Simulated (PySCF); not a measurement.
C₂H₆O, charge +1, quartet, geometry from GFN2-xTB of the parent state (a state made from the parent by changing its charge; the spin is typed, not shown lowest); TPSS/3-21G run with PySCF.

PySCF was given this input:
```python
from pyscf import gto, scf, dft

mol = gto.Mole()
mol.atom = '''
    C     0.000999    1.168731   -0.198484
    O    -0.016288    0.002183    0.581813
    C     0.009862   -1.170187   -0.189459
    H    -0.021618    2.008493    0.492846
    H     0.909599    1.224719   -0.811800
    H    -0.872295    1.217775   -0.861658
    H    -0.006410   -2.004736    0.508331
    H    -0.863015   -1.230964   -0.852209
    H     0.918878   -1.224019   -0.802352
'''
mol.basis = '3-21g'
mol.charge = 1
mol.spin = 3
mol.verbose = 4
mol.build()

mf = dft.ROKS(mol)
mf.xc = 'tpss'
mf.kernel()
mf.analyze()
```

Task: What does PySCF print? Leave out banner, timings and long lists.

Result: 
```
PySCF version 2.14.0

[INPUT] verbose = 4
[INPUT] num. atoms = 9
[INPUT] num. electrons = 25
[INPUT] charge = 1
[INPUT] spin (= nelec alpha-beta = 2S) = 3
[INPUT] symmetry False subgroup None
[INPUT] Mole.unit = angstrom
[INPUT] Symbol           X                Y                Z      unit          X                Y                Z       unit  Magmom
[...]
nuclear repulsion = 84.191027024848
number of shells = 27
number of NR pGTOs = 63
number of NR cGTOs = 39
basis = 3-21g
ecp = {}

******** <class 'pyscf.dft.roks.ROKS'> ********
method = ROKS
initial guess = minao
damping factor = 0
level_shift factor = 0
DIIS = <class 'pyscf.scf.diis.CDIIS'>
diis_start_cycle = 1
diis_space = 8
diis_damp = 0
SCF conv_tol = 1e-09
SCF conv_tol_grad = None
SCF max_cycles = 50
direct_scf = True
direct_scf_tol = 1e-13
num. doubly occ = 11  num. singly occ = 3
XC library pyscf.dft.libxc version 7.1.2
    S. Lehtola, C. Steigemann, M. J. T. Oliveira, and M. A. L. Marques,  SoftwareX 7, 1–5 (2018)
XC functionals = tpss
    J. Tao, J. P. Perdew, V. N. Staroverov, and G. E. Scuseria,  Phys. Rev. Lett. 91, 146401 (2003)
    J. P. Perdew, J. Tao, V. N. Staroverov, and G. E. Scuseria,  J. Chem. Phys. 120, 6898 (2004)
    J. Tao, J. P. Perdew, V. N. Staroverov, and G. E. Scuseria,  Phys. Rev. Lett. 91, 146401 (2003)
    J. P. Perdew, J. Tao, V. N. Staroverov, and G. E. Scuseria,  J. Chem. Phys. 120, 6898 (2004)
radial grids:
    Treutler-Ahlrichs [JCP 102, 346 (1995); DOI:10.1063/1.469408] (M4) radial grids

becke partition: Becke, JCP 88, 2547 (1988); DOI:10.1063/1.454033
pruning grids: <function nwchem_prune>
grids dens level: 3
symmetrized grids: False
atomic radii adjust function: <function treutler_atomic_radii_adjust>
small_rho_cutoff = 0
Set gradient conv threshold to 3.16228e-05
tot grids = 101168
init E= -154.200121620076
[...]
cycle= 1 E= -153.451843488521  delta_E= 0.748  |g|= 0.219  |ddm|= 3.79
[...]
cycle= 2 E= -153.222130467227  delta_E= 0.23  |g|= 0.921  |ddm|= 3.18

WARN: HOMO -0.114971821630963 >= LUMO -0.196363054789252

cycle= 3 E= -153.377457982874  delta_E= -0.155  |g|= 0.225  |ddm|= 7.66
[...]
cycle= 4 E= -153.468057387356  delta_E= -0.0906  |g|= 0.156  |ddm|=  7.7
[...]
cycle= 5 E= -153.475145227122  delta_E= -0.00709  |g|= 0.0738  |ddm|= 0.257
[...]
cycle= 6 E= -153.476803946114  delta_E= -0.00166  |g|= 0.0378  |ddm|= 0.0407
[...]
cycle= 7 E= -153.472657692628  delta_E= 0.00415  |g|= 0.0813  |ddm|= 0.16
[...]
cycle= 8 E= -153.477347759593  delta_E= -0.00469  |g|= 0.0107  |ddm|= 0.144
[...]
cycle= 9 E= -153.477394497574  delta_E= -4.67e-05  |g|= 0.0027  |ddm|= 0.0139
[...]
cycle= 10 E= -153.477391673161  delta_E= 2.82e-06  |g|= 0.00243  |ddm|= 0.0078
[...]
cycle= 11 E= -153.477394851931  delta_E= -3.18e-06  |g|= 0.00143  |ddm|= 0.00765
[...]
cycle= 12 E= -153.477396679226  delta_E= -1.83e-06  |g|= 0.000102  |ddm|= 0.00309
[...]
cycle= 13 E= -153.477396687497  delta_E= -8.27e-09  |g|= 3.03e-05  |ddm|= 0.000203
[...]
cycle= 14 E= -153.477396688262  delta_E= -7.65e-10  |g|= 2.08e-06  |ddm|= 6.4e-05
[...]
Extra cycle  E= -153.47739668763  delta_E= 6.32e-10  |g|= 2.87e-05  |ddm|= 5.47e-05
converged SCF energy = -153.47739668763
**** SCF Summaries ****
Total Energy =                        -153.477396687629522
Nuclear Repulsion Energy =              84.191027024848040
One-electron Energy =                 -366.757401308853332
Two-electron Energy =                  129.088977596375770
Two-electron Coulomb Energy =          150.309876873268081
DFT Exchange-Correlation Energy =      -21.220899276892311
HOMO-LUMO gap [eV] =                     1.888926852109816
**** MO energy ****
                Roothaan           | alpha              | beta
[...]
 ** Mulliken pop on meta-lowdin orthogonal AOs  **
 ** Mulliken pop  **
[...]
 ** Mulliken atomic charges  **
charge of    0C =     -0.23859
charge of    1O =      0.17384
charge of    2C =     -0.23864
charge of    3H =      0.21530
charge of    4H =      0.21821
charge of    5H =      0.21821
charge of    6H =      0.21527
charge of    7H =      0.21820
charge of    8H =      0.21820

WARN: System has nonzero charge 1; the dipole moment is origin-dependent.
Location of origin: [0. 0. 0.]

Dipole moment(X, Y, Z, Debye):  0.03672, -0.00432, -1.31201
```
